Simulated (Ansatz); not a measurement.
# Active spaces for NO2, doublet

Calculated in Ansatz's Gaussian-basis code. Basis cc-pVDZ, nonrelativistic, 3 orbitals frozen in the corrections. State-specific CASSCF; RHF is the lowest restricted (open-shell) Hartree–Fock solution met. No symmetry is imposed, so a solution can break that of the shape. The lowest solution met needn't be the lowest there is, nor hold the orbitals that a chemist would pick.

Geometry:

```xyz
3

N     0.0000    0.0000   -0.3400
O     0.0000    1.1804    0.1487
O     0.0000   -1.1804    0.1487
```

(1) What do CASSCF and its corrections give against RHF in CAS(11,9), and what are the occupations?

## Answers

(1) CASSCF -5.334 eV, SC-NEVPT2 -15.049 eV; occupations 1.97, 1.96, 1.96, 1.94, 1.91, 1.04, 0.13, 0.06, 0.03.
